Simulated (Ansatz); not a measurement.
# CH₃LiSi (SMILES [Li][CH]=[SiH2]): single points off equilibrium

An exercise on one series of results from a longer session: the logs are not shown, and one member is left open.

Program: Ansatz 0.2.0, Gaussian basis. Level of theory: single points in def2-TZVPP. These are calculated values, not measurements.

Cores are frozen in the correlated methods. The outer core shell of Li, Na, Mg and K is correlated. B3LYP uses VWN-RPA correlation.

**The starting structure**

6 atoms, charge 0, spin multiplicity 1.

Atoms are counted from 1 here; the program's logs count them from 0.

Bond lengths: Li1–C2 1.930 Å, C2–Si3 1.732 Å, C2–H4 1.097 Å, Si3–H5 1.454 Å, Si3–H6 1.453 Å. Angles: Li1–C2–Si3 138.5°, Li1–C2–H4 108.5°, Si3–C2–H4 112.9°, C2–Si3–H5 118.5°, C2–Si3–H6 135.2°, H5–Si3–H6 106.2°.

Coordinates:

```xyz
6
charge 0, multiplicity 1
Li   -1.8738   -1.1856   -1.3307
C    -0.5275   -0.6729   -0.0471
Si    0.6134    0.6080    0.1952
H    -0.5461   -1.3910    0.7817
H     0.7181    1.6439   -0.8198
H     1.6266    0.9120    1.1919
```

Set-up of the first run:

Input file run/in.yaml:

```yaml
crystal:
  periodic: [false, false, false]
  atoms:
    - {symbol: Li, position_ang: [-1.873800, -1.185600, -1.330700]}
    - {symbol: C, position_ang: [-0.527500, -0.672900, -0.047100]}
    - {symbol: Si, position_ang: [0.613400, 0.608000, 0.195200]}
    - {symbol: H, position_ang: [-0.546100, -1.391000, 0.781700]}
    - {symbol: H, position_ang: [0.718100, 1.643900, -0.819800]}
    - {symbol: H, position_ang: [1.626600, 0.912000, 1.191900]}
basis:
  gaussian: {orbitals: def2-TZVPP}
correlation: {method: ccsd_t}
output: {forces: true}
```

No record of the launch command was kept for these runs.

Among the steps run: CCSD(T)/def2-TZVPP; PBE0-D4/def2-TZVPP; wB97M-V/def2-TZVPP; r2SCAN-D4/def2-TZVPP; PBE-D4/def2-TZVPP; B3LYP-D4/def2-TZVPP; CAM-B3LYP-D4/def2-TZVPP.

One of the session's tables, all rows but one given; the rest of the session is left out.

| method | RMS force component (eV/Å) | angle to CCSD(T) forces (°) | dipole (D) |
| --- | --- | --- | --- |
| CCSD(T) | 0.376 | reference | 6.26 |
| PBE0-D4 | 0.514 | 13.4 | 6.01 |
| wB97M-V | 0.535 | 21.1 | 5.88 |
| r2SCAN-D4 | ? | ? | ? |
| PBE-D4 | 0.476 | 12.8 | 6.02 |
| B3LYP-D4 | 0.452 | 12.1 | 5.96 |
| CAM-B3LYP-D4 | 0.548 | 21.4 | 5.87 |

Estimate the missing values for r2SCAN-D4.

The run gave: RMS force component (eV/Å): 0.484; angle to CCSD(T) forces (°): 11.3; dipole (D): 6.19. In the column «RMS force component (eV/Å)» it lies between PBE-D4 (0.476) and PBE0-D4 (0.514).
